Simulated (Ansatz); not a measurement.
Debugging a composite energy at a relaxed geometry of HS (charge -1) (Ansatz's Python interface).

Script `composite_hs.py`:
```python
# -*- coding: utf-8 -*-
"""A composite energy for HS(-): DFT geometry, MP2 basis limit, coupled-cluster correction."""

import itertools

import ansatz
from ase import Atoms
from ase.data import atomic_numbers, covalent_radii
import numpy as np

atoms = Atoms(["H", "S"], positions=[
    [0.0, 0.0, 0.0],
    [0.0, 0.0, 1.405],
])
system = ansatz.Crystal.molecule_from_ase(atoms)

setup = (
    system.calculation()
    .basis(gaussian="def2-SVP")
    .functional("pbe0")
    .charge(0)
)
symbols = [site.symbol for site in system.cartesian_sites]
start = np.array([site.position_ang for site in system.cartesian_sites], dtype=float)
summary = setup.relax(force_tolerance=0.01, max_steps=30).run(threads=1).report
end = np.array(summary["positions_ang"])
# pairs closer than 1.2 times the sum of covalent radii, before or after
radius = [covalent_radii[atomic_numbers[s]] for s in symbols]
span = lambda where, i, j: np.linalg.norm(where[i] - where[j])
bonded = [(i, j) for i, j in itertools.combinations(range(len(symbols)), 2) if min(span(start, i, j), span(end, i, j)) < 1.2 * (radius[i] + radius[j])]
print("pair        before    after (A)")
for i, j in bonded:
    print(f"{symbols[i]}{i}-{symbols[j]}{j}".ljust(10), f"{span(start, i, j):8.4f} {span(end, i, j):8.4f}")

minimum = ansatz.Crystal.molecule()
for symbol, place in zip(symbols, end):
    minimum = minimum.atom(symbol, place.tolist())
at_minimum = minimum.calculation().charge(0)
# MP2 extrapolated to the basis limit, plus the small-basis difference CCSD(T) - MP2
level = lambda method, basis: at_minimum.basis(gaussian=basis).correlation(method).run(threads=1).report
small, large, cluster = level("mp2", "cc-pVDZ"), level("mp2", "cc-pVTZ"), level("ccsd_t", "cc-pVDZ")
corr = lambda each: (each["free_energy_ev"] - each["reference_energy_ev"]) / 27.211386246
mp2_limit = (27 * corr(large) - 8 * corr(small)) / 19
pieces = {"HF / cc-pVTZ": large["reference_energy_ev"] / 27.211386246, "MP2 correlation, DZ-TZ limit": mp2_limit, "CCSD(T) - MP2 / cc-pVDZ": corr(cluster) - corr(small)}
for name, value in pieces.items():
    print(f"{name:32s} {value:14.6f} Ha")
print(f"{'sum':32s} {sum(pieces.values()):14.6f} Ha")
print("T1 diagnostic", round(cluster["correlation"]["coupled_cluster"]["t1_diagnostic"], 4))
```

```console
$ python composite_hs.py
pair        before    after (A)
H0-S1        1.4050   1.3540
HF / cc-pVTZ                        -398.099286 Ha
MP2 correlation, DZ-TZ limit          -0.175192 Ha
CCSD(T) - MP2 / cc-pVDZ               -0.023134 Ha
sum                                 -398.297613 Ha
T1 diagnostic 0.0139
```

The script ran to its end, but the result can't be trusted. Why?

The fault: the net charge is wrong for this system. Mended:

```diff
--- before
+++ after
@@ -20,3 +20,3 @@
     .functional("pbe0")
-    .charge(0)
+    .charge(-1)
 )
@@ -24,3 +24,3 @@
 start = np.array([site.position_ang for site in system.cartesian_sites], dtype=float)
-summary = setup.relax(force_tolerance=0.01, max_steps=30).run(threads=1).report
+summary = setup.relax(force_tolerance=0.01, max_steps=100).run(threads=1).report
 end = np.array(summary["positions_ang"])
@@ -37,3 +37,3 @@
     minimum = minimum.atom(symbol, place.tolist())
-at_minimum = minimum.calculation().charge(0)
+at_minimum = minimum.calculation().charge(-1)
 # MP2 extrapolated to the basis limit, plus the small-basis difference CCSD(T) - MP2
```

After the fix:

```console
$ python composite_hs.py
pair        before    after (A)
H0-S1        1.4050   1.3602
HF / cc-pVTZ                        -398.134288 Ha
MP2 correlation, DZ-TZ limit          -0.213119 Ha
CCSD(T) - MP2 / cc-pVDZ               -0.020294 Ha
sum                                 -398.367701 Ha
T1 diagnostic 0.0064
```

Reading the output:
- Total energies depend on the basis set; only differences at equal settings carry meaning.
- The sum leaves out core correlation, relativity, the Hartree-Fock basis error and zero-point energy; a DZ-TZ extrapolation is rough.
- Inner cores stay frozen, so this is valence correlation.
- For Al to Cl the sets with a tight d function, cc-pV(X+d)Z, are usual.
- An extrapolation from small basis sets is rough.
- Anions want diffuse functions, which this basis lacks.
- The whole script took 2 s on 1 thread of Arm Neoverse V1, on a shared host, peak memory 0.15 GiB.

(A comment or docstring line of the script was reworded after the run, the code is as it ran.)
